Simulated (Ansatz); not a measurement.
Worked example: correlation energy of HBSi, singlet

Geometry: a PBE0/def2-TZVP stationary point for this spin, not checked as a minimum.

```json
{"atom": "Si", "x (Å)": "0.0000", "y (Å)": "0.0000", "z (Å)": "1.6588"}
{"atom": "B", "x (Å)": "0.0000", "y (Å)": "0.0000", "z (Å)": "-0.2364"}
{"atom": "H", "x (Å)": "0.0000", "y (Å)": "0.0000", "z (Å)": "-1.4224"}
```

Basis 6-31G; Ansatz 0.2.0. Correlated methods freeze the noble-gas cores, which leaves 8 electrons in 18 orbitals. Prefix R: restricted or restricted open-shell reference.

Full CI is exact within this basis and frozen core; it isn't the basis-set limit.

The determinant fills πx and πy unequally, so it is a mixture of Σ and Δ, which weighs on every level built on one determinant.

Runs differ by some tens of microhartree through their thresholds, so steps under 0.03 kcal/mol mean nothing.

```json
{"level": "RHF", "total energy (hartree)": "-313.996783"}
{"level": "RMP2", "total energy (hartree)": "-314.082754"}
{"level": "RCCSD", "total energy (hartree)": "-314.110234"}
{"level": "RCCSD(T)", "total energy (hartree)": "-314.113583"}
{"level": "RCCSDT*", "total energy (hartree)": "-314.115617"}
{"level": "RCCSDT(Q)*", "total energy (hartree)": "-314.117056"}
{"level": "RCCSDTQ*", "total energy (hartree)": "-314.117461"}
{"level": "full CI", "total energy (hartree)": "-314.117546"}
```

Question: What is the correlation energy at full CI, and what share of it do RMP2 and RCCSDT(Q) recover?

Answer: E(corr) = -314.117546 − (-313.996783) = -0.120763 hartree = -3.286 eV. RMP2: -0.085971 / -0.120763 = 71.19 %. RCCSDT(Q): -0.120273 / -0.120763 = 99.59 %.

Question: By how many kcal/mol does RCCSD(T) miss full CI (1 hartree = 627.509 kcal/mol), and which steps make up the rest?

Answer: -314.113583 − (-314.117546) = 0.003963 hartree = 2.49 kcal/mol. Steps: RCCSDT − RCCSD(T) = -1.28, RCCSDT(Q) − RCCSDT = -0.90, RCCSDTQ − RCCSDT(Q) = -0.25, full CI − RCCSDTQ = -0.05 kcal/mol. With more than one leading determinant such errors change with state and geometry, and needn't cancel in differences.

An asterisk marks runs whose energy the program itself flagged as in doubt.
